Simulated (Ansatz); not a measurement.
in.yaml

```yaml
crystal:
  periodic: [false, false, false]
  atoms:
    - {symbol: B, position_ang: [0.000000, -0.060953, 0.000000]}
    - {symbol: H, position_ang: [0.000000, 0.326884, -1.126359]}
    - {symbol: H, position_ang: [0.000000, 0.326884, 1.126359]}
basis:
  gaussian: {orbitals: aug-cc-pVDZ}
magnetization: {spin_polarized: false, initial_magnetization: 1}
correlation: {method: fic_mrcisd_q, electrons: outside_noble_gas, active_space: {window: {electrons: 3, orbitals: 3}}}
```

```sh
$ ansatz run in.yaml --threads 1 --pin off --events-out ev --progress --plain --max-ram 2393MiB
```

Log:

```
396 factors; integrals over basis functions are off by at most 9.1e-4 eV
mean field evaluation 1: about -700.0157 eV, gradient 8.6e0 eV
mean field evaluation 2: about -700.0148 eV, gradient 8.6e0 eV
mean field evaluation 4: about -700.6677 eV, gradient 5.2e-1 eV
mean field evaluation 8: about -700.6742 eV, gradient 1.7e-3 eV
mean field evaluation 16: about -699.7475 eV, gradient 2.1e-5 eV
mean field evaluation 32: about -700.6693 eV, gradient 2.7e-1 eV
mean field -700.67424622 eV, -25.7493036144 hartree, gradient 1.9e-6 eV, S^2 0.750000; 7 other end points of the search recorded, 0 dependent functions left out
reference -700.67424622 eV, -25.7493036144 hartree; 4, 3 occupied and 37, 38 virtual orbitals, 396 factors
state -701.05030813 eV, -25.7631236346 hartree
contracted CI cycle   1: correlation 0.00000000 eV, 0.0000000000 hartree, residual 1.11e1 eV
contracted CI cycle   2: correlation -1.98728157 eV, -0.0730312507 hartree, residual 2.08e0 eV
contracted CI cycle   3: correlation -2.06403066 eV, -0.0758517276 hartree, residual 5.75e-1 eV
contracted CI cycle   4: correlation -2.07064619 eV, -0.0760948438 hartree, residual 1.89e-1 eV
contracted CI cycle   5: correlation -2.07134213 eV, -0.0761204194 hartree, residual 7.14e-2 eV
contracted CI cycle   6: correlation -2.07144047 eV, -0.0761240332 hartree, residual 2.87e-2 eV
contracted CI cycle   7: correlation -2.07145780 eV, -0.0761246699 hartree, residual 1.19e-2 eV
contracted CI cycle   8: correlation -2.07146112 eV, -0.0761247922 hartree, residual 5.50e-3 eV
contracted CI cycle   9: correlation -2.07146180 eV, -0.0761248172 hartree, residual 2.36e-3 eV
contracted CI cycle  10: correlation -2.07146193 eV, -0.0761248219 hartree, residual 1.09e-3 eV
state -701.05030813 eV, -25.7631236346 hartree; corrected -703.21390572 eV, -25.8426343795 hartree
Total energy: -703.21390572 eV, -25.8426343795 hartree
```

Natural occupations: 1.9829 0.9998 0.0173.

For the same geometry and basis full CI lies 11.2 meV higher.

Ran on 1 thread of Arm Neoverse V1, shared host: 0.9 s wall, 0.14 GiB peak host memory.
